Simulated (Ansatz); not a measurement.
Ansatz (a quantum-chemistry and plane-wave program) input (MP2/6-31G*):

Ansatz 0.2 input:
```yaml
crystal:
  periodic: [false, false, false]
  atoms:
    - {symbol: O, position_ang: [0.36963845, 0.69252623, -1.55316292]}
    - {symbol: C, position_ang: [0.12783134, 0.25596502, -0.54776687]}
    - {symbol: S, position_ang: [-0.19364496, -0.48553451, 0.89295304]}
    - {symbol: H, position_ang: [-0.62577635, 0.69255211, 1.42465592]}
basis:
  gaussian:
    orbitals: 6-31G*
total_charge: 1
magnetization: {spin_polarized: false}
correlation: {method: mp2, electrons: outside_noble_gas}
```

Output:

```
WARN ansatz: RAYON_NUM_THREADS=1 ignored (pool sized by the plan → 1); use --threads N
Functional definition: HF
integrals: 0.01 GiB planned
469 factors; integrals over basis functions are off by at most 8.0e-4 eV
mean field: 0.10 GiB planned
mean field evaluation 1: about -13886.8223 eV, gradient 4.6e1 eV
mean field evaluation 2: about -13886.8340 eV, gradient 4.6e1 eV
mean field evaluation 4: about -13891.3771 eV, gradient 3.5e0 eV
mean field evaluation 8: about -13891.4404 eV, gradient 1.5e-1 eV
mean field -13891.44055924 eV, -510.5010245955 hartree, gradient 7.2e-6 eV, S^2 0.000000; 0 other end points of the search recorded, 0 dependent functions left out
7 core orbitals not correlated
reference -13891.44055924 eV, -510.5010245955 hartree; 8, 8 occupied and 36, 36 virtual orbitals, 469 factors
second order -11.35292679 eV of doubles, -0.00000000 eV of singles
Total energy: -13902.79348603 eV, -510.9182369598 hartree
```

The dipole moment of an ion depends on the origin.
